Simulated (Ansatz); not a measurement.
**NO, doublet: reading a ladder of total energies**

Geometry: MP2(full)/6-31G*, from the G2/97 set.

```yaml
atoms:
  - { symbol: N, position_ang: [0.0000, 0.0000, 0.0000] }
  - { symbol: O, position_ang: [0.0000, 0.0000, 1.1427] }
```

Basis cc-pVQZ; Ansatz 0.2.0. Only valence electrons are correlated (noble-gas cores frozen), which leaves 11 electrons in 108 orbitals. R marks a restricted (for open shells ROHF) determinant, U an unrestricted one.

Full CI isn't at hand for all of this; UCCSDT(Q) serves as the reference, and is uncertain by about the last step of the cluster series.

Runs differ by some tens of microhartree through their thresholds and, for an open shell, their frozen cores, so steps under 0.03 kcal/mol mean nothing.

| level | total energy (hartree) |
| --- | --- |
| UHF | -129.307433 |
| UMP2 | -129.732597 |
| UCCSD | -129.734081 |
| UCCSD(T) | -129.754287 |
| UCCSDT | -129.754416 |
| UCCSDT(Q) | -129.756028 |

**Question.** What is the correlation energy at UCCSDT(Q), and what share of it do UMP2 and UCCSD recover?

**Answer.** E(corr) = -129.756028 − (-129.307433) = -0.448595 hartree = -12.207 eV. UMP2: -0.425164 / -0.448595 = 94.78 %. UCCSD: -0.426648 / -0.448595 = 95.11 %.

**Question.** By how many kcal/mol does UCCSD(T) miss UCCSDT(Q) (1 hartree = 627.509 kcal/mol), and which steps make up the rest?

**Answer.** -129.754287 − (-129.756028) = 0.001741 hartree = 1.09 kcal/mol. Steps: UCCSDT − UCCSD(T) = -0.08, UCCSDT(Q) − UCCSDT = -1.01 kcal/mol. Differences between like states or geometries often cancel part of this.
